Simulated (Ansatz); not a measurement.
# HSiAl, triplet in 6-31G: errors against full CI

Geometry: a point of a stretch scan, not a stationary point.

```xyz
3

Si    0.0000   -0.0336    0.9338
Al    0.0000   -0.0143   -0.9751
H     0.0000    1.3201    0.0838
```

Basis 6-31G; Ansatz 0.2.0. Correlated methods freeze the noble-gas cores, which leaves 8 electrons in 18 orbitals. R marks a restricted (for open shells ROHF) determinant, U an unrestricted one. Active spaces: pair = (4e, 4o) about the gap; valence = (8e, 9o) chosen from the atoms' valence shells.

Full CI is exact within this basis and frozen core; it isn't the basis-set limit. The frozen core follows each run's orbitals, which can shift R against U totals by a few meV.

For open shells CISD is restricted-active-space CI with the open shells as a complete middle space.

* UHF ⟨S²⟩: 2.021
* T1 diagnostic (RCCSD): 0.0437
* largest doubles amplitude (RCCSD): 0.105
* T1 diagnostic (UCCSD): 0.0303

| level | E − E(full CI) (kcal/mol) | share of correlation (%) | wall time |
| --- | --- | --- | --- |
| RHF | 62.41 | 0.00 | – |
| UHF | 60.21 | 3.52 | – |
| RMP2 | 16.71 | 73.23 | – |
| UMP2 | 16.84 | 73.01 | – |
| CISD | 5.37 | 91.39 | 1.2 s |
| RCCSD | 2.64 | 95.78 | – |
| UCCSD | 2.48 | 96.03 | – |
| RCCSD(T) | 0.67 | 98.93 | 1.4 s |
| UCCSD(T) | 0.65 | 98.96 | 2 s |
| BCCD(T) | 0.71 | 98.86 | 1.6 s |
| RCCSDT | 0.18 | 99.71 | – |
| UCCSDT | 0.17 | 99.73 | – |
| RCCSDT(Q) | 0.04 | 99.93 | 3.8 s |
| UCCSDT(Q) | 0.03 | 99.95 | 5.5 s |
| RCCSDTQ | 0.01 | 99.98 | 34 s |
| UCCSDTQ | 0.01 | 99.99 | 38 s |
| CASSCF (pair space) | 52.37 | 16.08 | – |
| NEVPT2 (pair space) | 13.09 | 79.02 | 1.3 s |
| CASSCF (valence space) | 17.66 | 71.70 | – |
| NEVPT2 (valence space) | 5.27 | 91.55 | 4.2 s |
| MRCISD (valence space) | 0.65 | 98.96 | – |
| MRCISD+Q (valence space) | 0.19 | 99.70 | 8 s |
| MRCISD+Q(relaxed) (valence space) | -0.07 | 100.11 | 7.5 s |

The correlation energy at full CI, counted from RHF, is -2.706 eV. That run took 28 s on 1 thread of Intel Xeon Platinum 8259CL, shared host over 4,681,152 determinants.

Times hold each run's SCF and search for its determinant on a shared host, so for small cases they say little of a method's own cost; they ran on 1 thread of Intel Xeon Platinum 8259CL.

The full-CI state has the irrep A'' of Cs, in the program's axes.

Natural occupations of full CI about the gap: 1.975 1.943 1.901 1.007 0.984 0.054 0.045 0.034 0.020 0.010; effectively unpaired electrons, Σ n²(2−n)², 2.08.
